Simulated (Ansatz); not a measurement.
in.yaml

```yaml
crystal:
  periodic: [false, false, false]
  atoms:
    - {symbol: H, position_ang: [0.000000, 0.000000, -1.096000]}
    - {symbol: H, position_ang: [0.000000, 0.000000, -0.057000]}
    - {symbol: O, position_ang: [0.000000, 0.000000, 1.153000]}
basis:
  gaussian: {orbitals: cc-pVDZ}
magnetization: {spin_polarized: false, initial_magnetization: 2}
correlation: {active_space: {ras: {orbitals: [3, 2, 18], electrons: 8, max_holes: 2, max_particles: 2}, fixed_orbitals: true}}
```

```sh
$ ansatz run in.yaml --threads 1 --pin off --events-out ev --progress --plain --max-ram 4096MiB --backend cpu
```

(1) Roughly how long does this take on 1 thread of AMD EPYC 7R13, shared host, and how much host memory?

```
215 factors; integrals over basis functions are off by at most 1.5e-3 eV
mean field evaluation 1: about -2063.2440 eV, gradient 1.0e1 eV
mean field evaluation 2: about -2063.2442 eV, gradient 1.0e1 eV
mean field evaluation 4: about -2063.7720 eV, gradient 1.7e0 eV
mean field evaluation 8: about -2063.7804 eV, gradient 2.9e-3 eV
mean field evaluation 16: about -2063.0584 eV, gradient 1.2e-5 eV
mean field evaluation 32: about -2063.0971 eV, gradient 7.0e-1 eV
mean field evaluation 64: about -2063.0589 eV, gradient 1.4e-2 eV
mean field -2063.78038806 eV, -75.8425303806 hartree, gradient 6.2e-6 eV, S^2 2.000000; 9 other end points of the search recorded, 0 dependent functions left out
reference -2063.78038806 eV, -75.8425303806 hartree; 6, 4 occupied and 18, 20 virtual orbitals, 215 factors
state -2068.91809796 eV, -76.0313377369 hartree
Total energy: -2068.91809796 eV, -76.0313377369 hartree
```

For the same geometry and basis full CI lies 285.4 meV lower.

Answers

(1) 0.99 s wall and 0.21 GiB.
